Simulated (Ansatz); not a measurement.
C5H10O, SMILES `C1CCOCC1`, relaxed with RKS PBE0-D4/def2-TZVP in Ansatz 0.2.0 from a GFN2-xTB geometry. The force threshold is 0.005 eV/Å; the program also tests the step.

The species carries charge 0 and has multiplicity 1.

Start:

```xyz
16

C    -0.540    1.121   -0.224
C    -0.863    0.218    0.963
C    -0.780   -1.248    0.502
O    -0.016   -1.404   -0.674
C     1.176   -0.657   -0.638
C     0.901    0.861   -0.670
H    -0.671    2.170    0.041
H    -1.223    0.885   -1.042
H    -0.143    0.406    1.762
H    -1.859    0.428    1.352
H    -0.356   -1.874    1.305
H    -1.769   -1.636    0.248
H     1.748   -0.921    0.265
H     1.749   -0.973   -1.511
H     1.049    1.253   -1.676
H     1.597    1.371   -0.002
```

(1) By how much does the energy fall, and how many steps does the optimiser take? (An estimate is asked.)

(2) Which bonds change most? (Estimate.)

(3) Give the relaxed structure. (Best estimate.)

## Answers

(1) Ansatz gave: 0.38 kcal/mol, in 7 steps.

(2) Ansatz gave: C5–C6 from 1.542 to 1.531 Å; C2–C3 from 1.539 to 1.531 Å; C1–C2 from 1.526 to 1.520 Å; C6–H16 from 1.091 to 1.095 Å.

(3) Computed: 
```xyz
16

C    -0.535    1.129   -0.193
C    -0.832    0.189    0.964
C    -0.798   -1.257    0.462
O     0.030   -1.417   -0.673
C     1.199   -0.636   -0.580
C     0.872    0.852   -0.729
H    -0.634    2.173    0.113
H    -1.270    0.961   -0.986
H    -0.087    0.339    1.752
H    -1.806    0.398    1.413
H    -0.468   -1.936    1.263
H    -1.794   -1.576    0.144
H     1.701   -0.830    0.379
H     1.868   -0.980   -1.371
H     0.940    1.154   -1.777
H     1.614    1.440   -0.179
```
